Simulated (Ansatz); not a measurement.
A nudged elastic band was laid between two geometries of AlFH4O (7 atoms, charge 0, multiplicity 1).

The calculation used Ansatz 0.2.0, RKS B3LYP-D4/cc-pVDZ.

```json
{"movable images": "7", "climbing image": "yes", "spring": "5.0 eV/Å²", "optimiser": "quadratic models (default)", "start path": "through a guess of the saddle point", "force threshold": "0.05 eV/Å", "iteration limit": "60", "end points": "relaxed"}
```

Initial state:

```xyz
7
Properties=species:S:1:pos:R:3
Al -0.010 0.067 0.110
H -0.012 0.712 1.567
F 1.467 0.193 -0.737
H -1.312 -0.052 -0.801
O 0.086 -1.892 0.682
H -0.603 -2.482 0.335
H 0.168 -2.070 1.633
```

Final state:

```xyz
7
Properties=species:S:1:pos:R:3
Al -0.020 -0.593 -0.322
H 0.175 0.273 2.024
F 1.426 0.256 -0.525
H -1.376 0.154 -0.599
O 0.131 -2.274 0.034
H -0.631 -2.865 0.044
H 0.078 -0.477 2.133
```

Q: Which bonds break or form, and what moves?

A: Bonds broken: Al1–H2, O5–H7. Bonds formed: H2–H7. AlFH4O becomes AlFH2O + H2.

Q: Give the energies along the band, and the barrier.

A: It converged. The highest image is number 4 of 0 to 8, 0.78 eV above the first end and 0.90 eV above the last; the last end lies 0.12 eV below the first. A vibrational analysis at the climbing image gives one clearly imaginary mode, 1235i cm⁻¹: a first-order saddle point. The orbitals stay closed-shell, which can raise the energy where a bond breaks towards radicals; this wasn't checked here.

```
image  path coordinate (Å)  energy (eV)  Al1–H2 (Å)  O5–H7 (Å)  H2–H7 (Å)
    0                 0.00         0.00        1.59       0.97       2.79
    1                 0.36         0.03        1.60       0.97       2.35
    2                 0.72         0.15        1.61       0.98       1.91
    3                 1.08         0.42        1.67       1.02       1.46
    4                 1.44         0.78        1.79       1.26       1.05
    5                 1.82         0.35        2.00       1.66       0.82
    6                 2.20         0.00        2.27       2.06       0.77
    7                 2.58        -0.10        2.48       2.45       0.77
    8                 2.96        -0.12        2.51       2.76       0.76
```

Q: What is the geometry of the highest image?

A: 
```xyz
7
Properties=species:S:1:pos:R:3
Al 0.011 -0.222 -0.080
H 0.036 -0.090 1.703
F 1.485 0.318 -0.708
H -1.352 0.191 -0.747
O 0.142 -1.976 0.594
H -0.577 -2.623 0.518
H 0.038 -1.123 1.510
```

Q: What are the harmonic wavenumbers there?

A: 1235i, 201, 322, 486, 556, 621, 714, 748, 841, 1017, 1369, 1731, 1888, 1953, 3782 cm⁻¹.

Run time: 2.2 min on 1 thread of Arm Neoverse V1 (shared host), peak memory 0.12 GiB.
